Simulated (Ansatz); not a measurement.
```yaml
crystal:
  periodic: [false, false, false]
  atoms:
    - {symbol: B, position_ang: [-0.937889, -0.345019, -0.002893]}
    - {symbol: N, position_ang: [0.365687, -0.113938, -0.000721]}
    - {symbol: Ge, position_ang: [2.125088, -0.207962, -0.000825]}
    - {symbol: H, position_ang: [-1.552887, 0.666919, 0.004439]}
basis:
  gaussian: {orbitals: def2-TZVP}
magnetization: {spin_polarized: true, initial_magnetization: 3}
hamiltonian: {xc: pbe0}
relax: {f_tol: 0.004, max_steps: 80}
```

```sh
$ ansatz run in.yaml --threads 1 --pin off --events-out ev --progress --plain --max-ram 2176MiB
```

Steps of the relaxation (energy above the last step; positions in Å, forces in eV/Å):

```
4
step 1, 190.2 meV
B    -0.938   -0.345   -0.003   -1.269   -0.617   -0.005
N     0.366   -0.114   -0.001   -0.194    0.176    0.001
Ge    2.125   -0.208   -0.001    1.960   -0.064    0.000
H    -1.553    0.667    0.004   -0.497    0.506    0.004
```

```
4
step 2, 86.5 meV
B    -0.953   -0.342   -0.003   -0.594    0.020    0.000
N     0.375   -0.119   -0.001   -0.395   -0.103   -0.001
Ge    2.173   -0.215   -0.001    1.189    0.013    0.001
H    -1.595    0.676    0.004   -0.200    0.070    0.000
```

```
4
step 3, 20.5 meV
B    -0.977   -0.321   -0.003    0.143    0.433    0.003
N     0.381   -0.145   -0.001   -0.213   -0.312   -0.002
Ge    2.251   -0.218   -0.001    0.057    0.083    0.001
H    -1.654    0.685    0.005    0.013   -0.204   -0.002
```

```
4
step 9, 0.0 meV
B    -0.985   -0.290   -0.002   -0.004   -0.001    0.000
N     0.377   -0.234   -0.002    0.010   -0.001    0.000
Ge    2.268   -0.179   -0.001   -0.004    0.000    0.000
H    -1.660    0.703    0.005   -0.002    0.001    0.000
```

```
4
step 10, 0.0 meV
B    -0.985   -0.290   -0.002    0.002    0.000    0.000
N     0.377   -0.234   -0.002   -0.004    0.000    0.000
Ge    2.268   -0.179   -0.001    0.001    0.000    0.000
H    -1.660    0.703    0.005    0.001   -0.001    0.000
```

Close pairs at the end: B1–H4 1.200 Å, B1–N2 1.364 Å, N2–Ge3 1.892 Å.

A stationary point of unrestricted PBE0 after 10 steps, with ⟨S²⟩ = 3.762 against 3.75 for a pure state; no frequencies were run, so it isn't proven a minimum. 2 min on 1 thread of Arm Neoverse V1, shared host.
